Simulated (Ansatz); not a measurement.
# CH5NSi (SMILES N=C[SiH3]): one structure at several levels

The atoms stand at a structure displaced at random from a GFN2-xTB minimum. How far do the functionals agree with CCSD(T) there?

Method: single points in def2-TZVPP; program: Ansatz 0.2.0, Gaussian basis.

Correlated methods freeze the cores.

## (1) The system as given

8 atoms, charge 0, spin multiplicity 1.

Atoms are counted from 1 here; the program's logs count them from 0.

Bond lengths: N1–C2 1.262 Å, N1–H4 1.068 Å, C2–Si3 1.902 Å, C2–H5 1.116 Å, Si3–H6 1.488 Å, Si3–H7 1.426 Å, Si3–H8 1.516 Å. Angles: C2–N1–H4 114.0°, N1–C2–Si3 115.8°, N1–C2–H5 127.8°, Si3–C2–H5 116.2°, C2–Si3–H6 107.9°, C2–Si3–H7 106.5°, C2–Si3–H8 111.1°, H6–Si3–H7 109.9°, H6–Si3–H8 111.6°, H7–Si3–H8 109.7°.

Geometry (Å):

```xyz
8

N    -1.3749   -0.0693   -0.9232
C    -0.3180    0.5069   -0.5452
Si    0.7055   -0.4170    0.7653
H    -1.9618    0.5037   -1.6068
H     0.0479    1.5215   -0.8313
H     0.7747    0.4407    1.9792
H     2.0096   -0.5865    0.2150
H     0.1008   -1.7725    1.0732
```

## (2) CCSD(T)/def2-TZVPP

run/in.yaml

```yaml
crystal:
  periodic: [false, false, false]
  atoms:
    - {symbol: N, position_ang: [-1.374900, -0.069300, -0.923200]}
    - {symbol: C, position_ang: [-0.318000, 0.506900, -0.545200]}
    - {symbol: Si, position_ang: [0.705500, -0.417000, 0.765300]}
    - {symbol: H, position_ang: [-1.961800, 0.503700, -1.606800]}
    - {symbol: H, position_ang: [0.047900, 1.521500, -0.831300]}
    - {symbol: H, position_ang: [0.774700, 0.440700, 1.979200]}
    - {symbol: H, position_ang: [2.009600, -0.586500, 0.215000]}
    - {symbol: H, position_ang: [0.100800, -1.772500, 1.073200]}
basis:
  gaussian: {orbitals: def2-TZVPP}
correlation: {method: ccsd_t}
output: {forces: true}
```

The command line of these runs was not kept.

## (3) PBE0-D4/def2-TZVPP

run/in.yaml: that of step 2 with these lines changed.

```diff
@@ -13,3 +13,3 @@
   gaussian: {orbitals: def2-TZVPP}
-correlation: {method: ccsd_t}
-output: {forces: true}
+hamiltonian: {xc: pbe0, dispersion: d4}
+output: {forces: true, orbitals: {seedname: orbitals}}
```

## (4) wB97M-V/def2-TZVPP

run/in.yaml: that of step 3 with these lines changed.

```diff
@@ -13,3 +13,3 @@
   gaussian: {orbitals: def2-TZVPP}
-hamiltonian: {xc: pbe0, dispersion: d4}
-output: {forces: true, orbitals: {seedname: orbitals}}
+hamiltonian: {xc: {name: wB97M-V}}
+output: {forces: true}
```

## (5) r2SCAN-D4/def2-TZVPP

run/in.yaml: that of step 4 with these lines changed.

```diff
@@ -13,3 +13,3 @@
   gaussian: {orbitals: def2-TZVPP}
-hamiltonian: {xc: {name: wB97M-V}}
+hamiltonian: {xc: r2scan, dispersion: d4}
 output: {forces: true}
```

## (6) PBE-D4/def2-TZVPP

run/in.yaml: that of step 5 with these lines changed.

```diff
@@ -13,3 +13,3 @@
   gaussian: {orbitals: def2-TZVPP}
-hamiltonian: {xc: r2scan, dispersion: d4}
+hamiltonian: {xc: pbe, dispersion: d4}
 output: {forces: true}
```

## (7) B97M-V/def2-TZVPP

run/in.yaml: that of step 6 with these lines changed.

```diff
@@ -13,3 +13,3 @@
   gaussian: {orbitals: def2-TZVPP}
-hamiltonian: {xc: pbe, dispersion: d4}
+hamiltonian: {xc: {name: B97M-V}}
 output: {forces: true}
```

## (8) r2SCANh-D4/def2-TZVPP

run/in.yaml: that of step 7 with these lines changed.

```diff
@@ -13,3 +13,3 @@
   gaussian: {orbitals: def2-TZVPP}
-hamiltonian: {xc: {name: B97M-V}}
+hamiltonian: {xc: {name: r2SCANh}, dispersion: d4}
 output: {forces: true}
```

(Steps that only read results are left out.)

Q: Predict the outcome of this session. Wanted: energy less free atoms, CCSD(T)/def2-TZVPP; RMS force component; RMS force error; HOMO and LUMO, PBE0-D4; T1 diagnostic.

**Answer**, as computed:

| quantity | value |
| --- | --- |
| energy less free atoms, CCSD(T)/def2-TZVPP | -2611.4 kJ/mol |
| RMS force component | 0.699 to 0.861 eV/Å over the methods |
| RMS force error | PBE0-D4 0.328, wB97M-V 0.284, r2SCAN-D4 0.255, PBE-D4 0.227, B97M-V 0.334, r2SCANh-D4 0.303 eV/Å |
| HOMO and LUMO, PBE0-D4 | -7.29 and -0.83 eV |
| T1 diagnostic | 0.013 |

Against CCSD(T) the functionals' energies less atoms differ by -119.4 to -46.8 kJ/mol, PBE-D4 by -119.4 kJ/mol. The reference is not at the basis limit: in triple zeta CCSD(T) underbinds, which counts against methods that bind more; the gaps are no ranking. The forces of PBE-D4 come nearest to CCSD(T), those of B97M-V are farthest. Frozen-core CCSD(T) forces in triple zeta carry basis errors of their own, and this is one geometry, so small gaps rank nothing.
